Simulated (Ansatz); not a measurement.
# MgH (doublet): the correlation ladder at distance Mg1–H2 = 1.744 Å, cc-pVQZ

The task here is to estimate one member of a computed series from the others.

The runs use Ansatz 0.2.0, Gaussian basis; cc-pVQZ, core rule «outside noble gas», up to 5 orbitals frozen.

To be run: UHF; CCSD(T) on ROHF; CCSD(T) on UHF; BCCD(T) on ROHF; CCSDT on ROHF; CCSDT on UHF; Full CI.

24 further runs of the same task are left out: 8 for a known fault of the program, 15 that didn't finish, 1 set aside as unsound or not needed. Runs told in other sessions of the task aren't counted.

## The system

The geometry derives from a PBE0/def2-TZVP stationary point (not a proven minimum). One bond is set to the value named and the two fragments are kept rigid.

2 atoms, charge 0, spin multiplicity 2.

Atoms are counted from 1 here; the program's logs count them from 0.

Bond lengths: Mg1–H2 1.744 Å.

The first run:

Input file in.yaml:

```yaml
crystal:
  periodic: [false, false, false]
  atoms:
    - {symbol: Mg, position_ang: [0.000000, 0.000000, 0.000000]}
    - {symbol: H, position_ang: [0.000000, 0.000000, 1.744200]}
basis:
  gaussian: {orbitals: cc-pVQZ}
magnetization: {spin_polarized: true, initial_magnetization: 1}
hamiltonian: {xc: hf}
output: {orbitals: {seedname: orbitals}}
```

Command:

```
$ ansatz run in.yaml --threads 1 --pin off --events-out ev --progress --plain --max-ram 2393MiB
```

Steps of the session up to this table: UHF; CCSD(T) on ROHF; CCSD(T) on UHF; BCCD(T) on ROHF; CCSDT on ROHF; CCSDT on UHF; Full CI.

One table of the session follows, with a row left open; its other results are not shown here.

It belongs to the step «Misses and costs». 

```
  method  from FCI (meV)
    ROHF         +1188.3
     UHF         +1158.6
    RMP2          +285.1
    UMP2          +275.6
   RCCSD           +22.0
   UCCSD               ?
RCCSD(T)            +6.2
UCCSD(T)            +4.9
 BCCD(T)            +5.7
  RCCSDT             0.0
  UCCSDT            -0.9
     FCI               0
```

**Question.** Estimate the row for UCCSD.

As computed: from FCI (meV): +19.0. In the column «from FCI (meV)» it lies between RCCSD(T) (+6.2) and RCCSD (+22.0).

To keep in mind: Levels on UHF freeze UHF's core orbitals, full CI those of ROHF, so the U rows can settle a little off it for that reason alone. Restricted and unrestricted rows rest on different reference determinants; a gap between their highest levels can come from leftover correlation error, from unlike frozen cores or from another state.
